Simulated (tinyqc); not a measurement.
Inside a calculation. Method: UHF in the sto-3g basis, for BH, spin multiplicity 3. This run ends on a higher stationary point, not on the lowest solution. Computed by tinyqc, a small Python program that keeps every step (integrals from PySCF). Settings: charge = 0, multiplicity = 3, basis = sto-3g, energy threshold = 1e-10, iteration cap = 53, orthogonalisation = symmetric, start = Wolfsberg-Helmholz matrix, DIIS depth = 0, method = UHF. Command: `OMP_NUM_THREADS=1 python tinyqc.py 26189 26190 out.jsonl` (the two numbers bound the seeds that draw the settings). One thread of a shared host (Intel(R) Xeon(R) Processor @ 2.60GHz), about 0.1 s of CPU time with the checks.

Geometry (angstrom):
```
atom         x         y         z
B     0.000000  0.000000  0.000000
H     0.000000  0.000000  2.010000
```

Stop when the energy changes by less than 1e-10 hartree and every element of the error matrix X^T (F D S - S D F) X (for each spin) is below 3e-06.

Course of the cycle:
```
iteration   E (hartree)     change  largest element of the error matrix
1          -23.80865382          -                             2.65e-01
2          -24.24737034  -4.39e-01                             1.39e-01
3          -24.43549613  -1.88e-01                             8.79e-02
4          -24.50658003  -7.11e-02                             7.70e-02
5          -24.54005451  -3.35e-02                             4.47e-02
6          -24.54985822  -9.80e-03                             2.06e-02
7          -24.55200231  -2.14e-03                             8.61e-03
8          -24.55242605  -4.24e-04                             3.56e-03
9          -24.55251008  -8.40e-05                             1.83e-03
10         -24.55252771  -1.76e-05                             1.01e-03
11         -24.55253171  -4.01e-06                             5.59e-04
12         -24.55253270  -9.88e-07                             3.07e-04
13         -24.55253296  -2.61e-07                             1.69e-04
14         -24.55253304  -7.27e-08                             9.27e-05
15         -24.55253306  -2.09e-08                             5.09e-05
16         -24.55253306  -6.12e-09                             2.79e-05
17         -24.55253306  -1.82e-09                             1.53e-05
18         -24.55253306  -5.42e-10                             8.40e-06
19         -24.55253306  -1.62e-10                             4.61e-06
20         -24.55253306  -4.88e-11                             2.53e-06
```

Can the last value be used, and what does the course show?

No, though the log alone does not show it. Converged in 20 iterations. But the solution lies 0.07420 hartree above the reference: it is another stationary point, not the lowest one. Reruns (cap 100 unless said): DIIS 8: converged in 12 to a higher stationary point; damping 0.5: converged in 45 to a higher stationary point; level shift 0.5: converged in 41 to a higher stationary point; atomic densities as start, DIIS 8: converged in 13. PySCF UHF in the same basis, after a stability check = -24.62673010 hartree.
